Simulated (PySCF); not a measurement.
Job file and geometry (Å, from PBE0-D3(BJ)/def2-SVP) of an NMR shielding run on `InChI=1S/C4H4N2/c5-3-1-2-4-6/h1-2H2`, PySCF 2.14.0, density-fitted response routines, GIAO KT3/pcSseg-2 NMR shielding, non-relativistic, gas phase; density fitting, a coarse starting grid and PySCF grid level 2 are the driver's defaults:

```
{"job": {"kind": "nmr", "xc": "KT3", "basis": "pcSseg-2", "pop": false}, "charge": 0, "multiplicity": 1}
N      1.725388     2.431345    -0.012951
C      0.844234     1.682610     0.014340
C     -0.252477     0.723926     0.046301
C      0.252477    -0.723926    -0.046301
C     -0.844234    -1.682610    -0.014340
N     -1.725388    -2.431345     0.012951
H     -0.823319     0.871057     0.976684
H     -0.939362     0.944124    -0.785889
H      0.823320    -0.871057    -0.976684
H      0.939362    -0.944124     0.785889
```

Question: Write the output of this run.

Answer: 
```
coarse grid: 8952 points
cycle   1  E = -268.4539468061  dE =  6.259e-01  |g| = 6.363e-01  |ddm| = 2.537e+00
cycle   2  E = -267.7749403954  dE =  6.790e-01  |g| = 1.765e+00  |ddm| = 2.661e+00
cycle   3  E = -268.5342901991  dE = -7.593e-01  |g| = 2.609e-01  |ddm| = 2.006e+00
cycle   4  E = -268.5513484667  dE = -1.706e-02  |g| = 4.443e-02  |ddm| = 2.336e-01
cycle   5  E = -268.5517690707  dE = -4.206e-04  |g| = 1.834e-02  |ddm| = 3.890e-02
cycle   6  E = -268.5518471206  dE = -7.805e-05  |g| = 2.691e-03  |ddm| = 1.854e-02
cycle   7  E = -268.5518489577  dE = -1.837e-06  |g| = 5.156e-04  |ddm| = 2.656e-03
final grid: 88304 points
cycle   8  E = -268.5645521000  dE = -3.612e-04  |g| = 4.329e-03  |ddm| = 2.585e-01
cycle   9  E = -268.5645462332  dE =  5.867e-06  |g| = 6.267e-03  |ddm| = 1.293e-02
cycle  10  E = -268.5645511099  dE = -4.877e-06  |g| = 4.198e-03  |ddm| = 7.562e-03
cycle  11  E = -268.5645550640  dE = -3.954e-06  |g| = 6.412e-04  |ddm| = 2.385e-03
cycle  12  E = -268.5645551595  dE = -9.556e-08  |g| = 1.626e-04  |ddm| = 6.120e-04
cycle  13  E = -268.5645551663  dE = -6.745e-09  |g| = 3.338e-05  |ddm| = 1.405e-04
cycle  14  E = -268.5645551666  dE = -2.999e-10  |g| = 2.727e-06  |ddm| = 2.919e-05
converged SCF energy = -268.5645551666

GIAO shielding tensors (ppm)
atom      isotropic    diamagn.    paramagn.     s11        s22        s33       span
  0 N      -21.681     333.822    -355.503   -184.349   -179.390    298.697    483.046
  1 C       69.582     261.626    -192.044    -43.010    -39.415    291.171    334.181
  2 C      162.860     244.902     -82.042    147.460    161.859    179.261     31.801
  3 C      162.860     244.902     -82.042    147.460    161.859    179.261     31.801
  4 C       69.582     261.626    -192.044    -43.010    -39.415    291.171    334.181
  5 N      -21.681     333.822    -355.503   -184.349   -179.390    298.697    483.046
  6 H       28.798      29.460      -0.662     24.243     28.623     33.529      9.287
  7 H       28.800      29.461      -0.660     24.244     28.624     33.533      9.288
  8 H       28.798      29.460      -0.662     24.243     28.623     33.529      9.287
  9 H       28.800      29.461      -0.660     24.244     28.624     33.533      9.288
```

Question: Turn these shieldings into chemical shifts. Chemical shifts δ = σref − σ; ¹⁵N (σ = 258.71 ppm) vs NH3; TMS for ¹³C (σ = 181.31 ppm) and ¹H (σ = 31.35 ppm), all at this level.

Answer: Averaging equivalent atoms: N 0/5: 280.4; C 1/4: 111.7; C 2/3: 18.4; H 6/7/8/9: 2.55 ppm. Experimental scales use liquid or dissolved standards, which lie at an offset from isolated NH3 (liquid NH3: subtract about 20 ppm). Unscaled 15N shifts of sp2 nitrogen come out 20 to 40 ppm too high even then.

Size and cost of the density-fitted run: 272 basis functions, 58 s wall time on 1 thread of an x86-64 server CPU, shared host.
